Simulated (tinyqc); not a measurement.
Worked calculation: ROHF in the sto-3g basis, for NH, spin multiplicity 3. One step of it, computed by the program tinyqc.

Question. Iteration 2: diagonalisation and new density. Diagonalise F' = X^T F X, C = X C', fill 5 alpha and 3 beta electrons from the bottom; D(s) = C_occ C_occ^T. Each column has its largest component positive (the first on a tie).

extrapolated F (hartree), order 1N 1s, 1N 2s, 1N 2px, 1N 2py, 1N 2pz, 2H 1s:
$$\begin{pmatrix}
-15.354247 & -3.891406 & 0.000000 & 0.000000 & 0.000679 & -0.266715 \\
-3.891406 & -1.835890 & 0.000000 & 0.000000 & 0.000149 & -0.305668 \\
0.000000 & 0.000000 & -0.086253 & -0.002079 & 0.000000 & 0.000000 \\
0.000000 & 0.000000 & -0.002079 & 0.096022 & 0.000000 & 0.000000 \\
0.000679 & 0.000149 & 0.000000 & 0.000000 & -0.238594 & -0.213764 \\
-0.266715 & -0.305668 & 0.000000 & 0.000000 & -0.213764 & -0.140898
\end{pmatrix}$$

X, order 1N 1s, 1N 2s, 1N 2px, 1N 2py, 1N 2pz, 2H 1s:
$$\begin{pmatrix}
1.021928 & -0.124164 & 0.000000 & 0.000000 & -0.002504 & 0.012267 \\
-0.124164 & 1.040698 & 0.000000 & 0.000000 & 0.020002 & -0.115412 \\
0.000000 & 0.000000 & 1.000000 & 0.000000 & 0.000000 & 0.000000 \\
0.000000 & 0.000000 & 0.000000 & 1.000000 & 0.000000 & 0.000000 \\
-0.002504 & 0.020002 & 0.000000 & 0.000000 & 1.020942 & -0.121353 \\
0.012267 & -0.115412 & 0.000000 & 0.000000 & -0.121353 & 1.039365
\end{pmatrix}$$

Give: F' = X^T F X; orbital energies; coefficients C; D(alpha) after iteration 2; D(beta) after iteration 2.

Answer.

F' = X^T F X (hartree):
$$\begin{pmatrix}
-15.0816 & -1.9894 & 0.0000 & 0.0000 & -0.0097 & 0.0016 \\
-1.9894 & -1.1546 & 0.0000 & 0.0000 & 0.0310 & -0.1514 \\
0.0000 & 0.0000 & -0.0863 & -0.0021 & 0.0000 & 0.0000 \\
0.0000 & 0.0000 & -0.0021 & 0.0960 & 0.0000 & 0.0000 \\
-0.0097 & 0.0310 & 0.0000 & 0.0000 & -0.1969 & -0.1896 \\
0.0016 & -0.1514 & 0.0000 & 0.0000 & -0.1896 & -0.0510
\end{pmatrix}$$

orbital energies (hartree): MO1 -15.3602, MO2 -0.9025, MO3 -0.3214, MO4 -0.0863, MO5 0.0960, MO6 0.1000

coefficients C, order 1N 1s, 1N 2s, 1N 2px, 1N 2py, 1N 2pz, 2H 1s:
$$\begin{pmatrix}
0.9948 & -0.2588 & 0.0290 & 0.0000 & 0.0000 & 0.0490 \\
0.0212 & 1.0118 & -0.1460 & 0.0000 & 0.0000 & -0.2583 \\
0.0000 & 0.0000 & 0.0000 & 0.9999 & -0.0114 & 0.0000 \\
0.0000 & 0.0000 & 0.0000 & 0.0114 & 0.9999 & 0.0000 \\
0.0005 & 0.0009 & 0.7901 & 0.0000 & 0.0000 & -0.6582 \\
-0.0026 & 0.0665 & 0.4653 & 0.0000 & 0.0000 & 0.9421
\end{pmatrix}$$

D(alpha) after iteration 2, order 1N 1s, 1N 2s, 1N 2px, 1N 2py, 1N 2pz, 2H 1s:
$$\begin{pmatrix}
1.0575 & -0.2449 & 0.0000 & 0.0000 & 0.0232 & -0.0063 \\
-0.2449 & 1.0455 & 0.0000 & 0.0000 & -0.1144 & -0.0007 \\
0.0000 & 0.0000 & 1.0000 & 0.0000 & 0.0000 & 0.0000 \\
0.0000 & 0.0000 & 0.0000 & 1.0000 & 0.0000 & 0.0000 \\
0.0232 & -0.1144 & 0.0000 & 0.0000 & 0.6243 & 0.3677 \\
-0.0063 & -0.0007 & 0.0000 & 0.0000 & 0.3677 & 0.2209
\end{pmatrix}$$

D(beta) after iteration 2, order 1N 1s, 1N 2s, 1N 2px, 1N 2py, 1N 2pz, 2H 1s:
$$\begin{pmatrix}
1.0575 & -0.2449 & 0.0000 & 0.0000 & 0.0232 & -0.0063 \\
-0.2449 & 1.0455 & 0.0000 & 0.0000 & -0.1144 & -0.0007 \\
0.0000 & 0.0000 & 0.0000 & 0.0000 & 0.0000 & 0.0000 \\
0.0000 & 0.0000 & 0.0000 & 0.0000 & 0.0000 & 0.0000 \\
0.0232 & -0.1144 & 0.0000 & 0.0000 & 0.6243 & 0.3677 \\
-0.0063 & -0.0007 & 0.0000 & 0.0000 & 0.3677 & 0.2209
\end{pmatrix}$$
